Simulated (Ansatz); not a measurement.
Calculated with Ansatz (gas phase, PBE0-D4/def2-TZVP geometries, no zero-point term in ΔE). CCSD(T)/CBS adds triple-zeta CCSD(T) − MP2 to the extrapolated MP2 energy (def2 sets, frozen cores). This one scheme is used for every species. DFT in def2-TZVPP. B3LYP here is the variant with VWN-RPA as its local correlation; programs differ in this. HSE06 is defined as in plane-wave codes. Each species was taken in one conformer, which may not be the lowest.

`N[SiH2]S` → H₂S + `N[SiH]`  (silylene formation by 1,1-elimination)

`N[SiH2]S`:

Cartesian coordinates in Å:
```
N 1.084 -0.668 0.653
Si -0.274 -0.239 -0.286
S -0.539 1.894 -0.362
H 1.960 -0.885 0.210
H 1.208 -0.338 1.595
H -1.539 -0.783 0.270
H -0.022 -0.806 -1.634
H -1.878 1.825 -0.446
```

H₂S:

Cartesian coordinates in Å:
```
S -0.581 -0.101 -0.191
H -0.028 0.170 1.001
H 0.609 -0.069 -0.810
```

`N[SiH]`:

Cartesian coordinates in Å:
```
N -0.141 0.515 -0.181
Si -0.259 -1.177 -0.378
H 0.378 0.997 0.536
H -0.610 1.154 -0.805
H 0.632 -1.489 0.828
```

| level | ΔE (kcal/mol) | difference from CCSD(T)/CBS |
| --- | --- | --- |
| LDA (SPW92) | 55.9 | 3.4 |
| PBE-D4 | 51.1 | -1.4 |
| revPBE-D4 | 50.4 | -2.1 |
| BLYP-D4 | 46.8 | -5.7 |
| r2SCAN-D4 | 55.8 | 3.3 |
| B97M-V | 51.4 | -1.1 |
| B3LYP-D4 | 50.3 | -2.2 |
| r2SCANh-D4 | 56.4 | 3.9 |
| r2SCAN0-D4 | 57.3 | 4.8 |
| HSE06-D4 | 54.5 | 2.0 |
| CAM-B3LYP-D4 | 51.9 | -0.6 |
| ωB97X-V | 54.3 | 1.8 |
| ωB97M-V | 50.7 | -1.8 |
| B2PLYP | 50.3 | -2.2 |
| PBE-QIDH | 56.4 | 3.9 |
| PBE | 49.3 | -3.2 |
| revPBE | 46.2 | -6.3 |
| BLYP | 43.1 | -9.4 |
| r2SCAN | 55.3 | 2.8 |
| PBE0 | 53.0 | 0.5 |
| B3LYP | 47.4 | -5.1 |
| r2SCANh | 55.9 | 3.4 |
| r2SCAN0 | 56.8 | 4.3 |
| HSE06 | 53.0 | 0.5 |
| BHLYP | 51.7 | -0.8 |
| CAM-B3LYP | 50.3 | -2.2 |
| HF/def2-SVP | 48.4 | -4.1 |
| MP2/def2-SVP | 49.8 | -2.7 |
| CCSD/def2-SVP | 44.9 | -7.6 |
| CCSD(T)/def2-SVP | 44.7 | -7.8 |
| HF/def2-TZVPP | 50.8 | -1.7 |
| SCS-MP2/def2-TZVPP | 52.3 | -0.2 |
| CCSD/def2-TZVPP | 49.9 | -2.6 |
| CCSD(T)/def2-TZVPP | 50.2 | -2.3 |
| HF/def2-QZVPP | 50.9 | -1.6 |
| MP2/def2-QZVPP | 56.3 | 3.8 |
| SCS-MP2/def2-QZVPP | 53.7 | 1.2 |
| HF/CBS(def2) | 50.9 | -1.6 |
| MP2/CBS(def2) | 57.2 | 4.7 |
| CCSD/CBS(def2) | 52.2 | -0.3 |
| CCSD(T)/CBS | 52.5 | 0 |

Largest T1 diagnostic among the species: 0.015.

The D4 term adds +2.9 kcal/mol with B3LYP and +1.5 kcal/mol with PBE0; it sums over pairs of atoms, weighted by their polarisabilities, and B3LYP, whose exchange is more repulsive, gets the larger term. From PBE to PBE0 (25 % exact exchange), in def2-TZVPP and without D4, ΔE moves by +3.7 kcal/mol. At CCSD(T), def2-SVP lies −7.8 kcal/mol from the extrapolated value and def2-TZVPP −2.3 kcal/mol.
